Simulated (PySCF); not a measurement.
Molecule: `C=C=CC(C)=O`, C₅H₆O.

Geometry:
| atom | x (Å) | y (Å) | z (Å) |
| --- | --- | --- | --- |
| C1 | 2.241 | 0.313 | 0.438 |
| C2 | 1.221 | -0.429 | 0.104 |
| C3 | 0.182 | -1.165 | -0.228 |
| C4 | -1.215 | -0.656 | -0.342 |
| C5 | -1.460 | 0.804 | -0.057 |
| O6 | -2.103 | -1.413 | -0.661 |
| H7 | 2.539 | 0.427 | 1.486 |
| H8 | 2.831 | 0.838 | -0.320 |
| H9 | 0.301 | -2.231 | -0.450 |
| H10 | -0.922 | 1.428 | -0.788 |
| H11 | -2.536 | 1.006 | -0.121 |
| H12 | -1.081 | 1.079 | 0.938 |

Spin–spin couplings on one PBE0-D3(BJ)/def2-SVP geometry, PySCF, gas phase, non-relativistic, equivalent pairs averaged (without the spin–dipole term); isotopes ¹³C, ¹H; functional B3LYP.

Task: How do the couplings (Hz) change with the basis set? Times are CPU seconds on shared hosts with different chips, so compare them loosely. Far from the basis limit: 6-31G*, 6-31G-J, pcJ-0, def2-TZVP, cc-pVTZ.

Result: 
```tsv
basis set	functions	¹J(C1,H7)	¹J(C3,H9)	¹J(C5,H10)	¹J(C1,C2)	¹J(C2,C3)	¹J(C3,C4)	¹J(C4,C5)	core-s
6-31G*	96	181.5	179.7	145.8	110.1	109.1	70.1	58.4	13
6-31G-J	96	187.9	186.1	139.0	109.0	104.2	57.4	46.8	6.9
pcJ-0	96	161.3	163.3	116.6	82.1	78.3	44.5	34.5	6.3
pcJ-1	222	181.7	180.2	135.0	108.9	103.9	57.0	47.6	24
def2-TZVP	222	171.8	172.2	127.2	106.3	101.4	57.1	46.6	24
cc-pVTZ	264	164.6	161.6	119.7	123.6	126.4	50.4	40.8	30
```

The Fermi-contact term samples the wavefunction at the nucleus, which is why sets with added tight s functions (names with J) are made for couplings.
